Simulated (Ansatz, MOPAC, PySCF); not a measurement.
Dimer: C2H4 (SMILES C=C) (first 6 atoms) with C2H4 (SMILES C=C); geometry from A24 set.
(charge 0, multiplicity 1):
```xyz
12

H     -0.92396     1.23196    -1.75000
H      0.92396     1.23196    -1.75000
H      0.92396    -1.23196    -1.75000
H     -0.92396    -1.23196    -1.75000
C      0.00000     0.66718    -1.75000
C      0.00000    -0.66718    -1.75000
H     -0.92396     1.23196     1.75000
H      0.92396     1.23196     1.75000
H      0.92396    -1.23196     1.75000
H     -0.92396    -1.23196     1.75000
C      0.00000     0.66718     1.75000
C      0.00000    -0.66718     1.75000
```

Counterpoise-corrected where a basis set is named; no monomer relaxation. Rows marked so take none.

Rows in 6-31G* carry no dispersion term and start afresh at each structure (6-31G* with six Cartesian d functions). The state that PM6 reach isn't checked.

The values were computed with Ansatz (a first-principles code) with Gaussian orbitals; MOPAC for PM6 (differences of heats of formation); PySCF for 6-31G* rows, the dispersion terms. 

Problem. One of these levels gives 0.69 kcal/mol for the interaction energy. Which?
A. HF/aug-cc-pVDZ
B. HF/6-31G* (no counterpoise)
C. PBE-D4/def2-TZVPPD
D. PM6

Solution. C, PBE-D4/def2-TZVPPD. The others give 0.15 (PM6), 2.78 (HF/6-31G* (no counterpoise)), 3.90 (HF/aug-cc-pVDZ)
